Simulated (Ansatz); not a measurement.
**A ladder of methods for AlH3S (SMILES [AlH2][SH])**

The species is AlH3S (5 atoms), meant as a singlet with charge 0. SMILES: `[AlH2][SH]`. The coordinates come from a PBE0-D4/def2-TZVP relaxation.

```csv
atom,x (Å),y (Å),z (Å)
Al,-0.6161,-0.0642,-0.1817
S,1.1291,-0.3431,1.0966
H,-1.9817,-0.6501,0.3511
H,-0.4411,0.6960,-1.5564
H,1.9597,0.2878,0.2490
```

Quantity: the energy change with the Al1–H3 bond stretched from 1.579 to 3.947 Å, in eV. The values are calculated.

```tsv
level	kind	program	value (eV)	less FCI/STO-3G	CPU time (all runs)
B3LYP/STO-3G (restricted)	global hybrid	Ansatz	7.35	+2.27	2.4 s
BHLYP/STO-3G (restricted)	global hybrid	Ansatz	8.43	+3.35	2.2 s
PBE0/STO-3G (restricted)	global hybrid	Ansatz	7.65	+2.57	2.5 s
HSE06/STO-3G (restricted)	range-separated hybrid	Ansatz	7.60	+2.52	3.1 s
wB97X/STO-3G (restricted)	range-separated hybrid	Ansatz	8.65	+3.57	11 s
MP2/STO-3G (restricted)	perturbation theory	Ansatz	6.44	+1.36	0.31 s
CCSD(T)/STO-3G (restricted)	coupled cluster or CI	Ansatz	4.93	-0.15	0.35 s
CCSDT(Q)/STO-3G (restricted)	coupled cluster or CI	Ansatz	5.10	+0.02	0.58 s
FCI/STO-3G	exact in the basis	Ansatz	5.08	0.00	2.4 s
```

FCI/STO-3G is exact within its basis and frozen core, so for wave-function methods in that basis the difference is their error; functionals converge differently with the basis, so for them it is only a difference. The first shape isn't each level's own minimum. The values span 4.93 to 8.65 eV. All rows use very small basis sets, so even the best lies far from the true value. CPU times are rough (shared hosts, several kinds of processor): they show what a rung costs within a factor of a few.
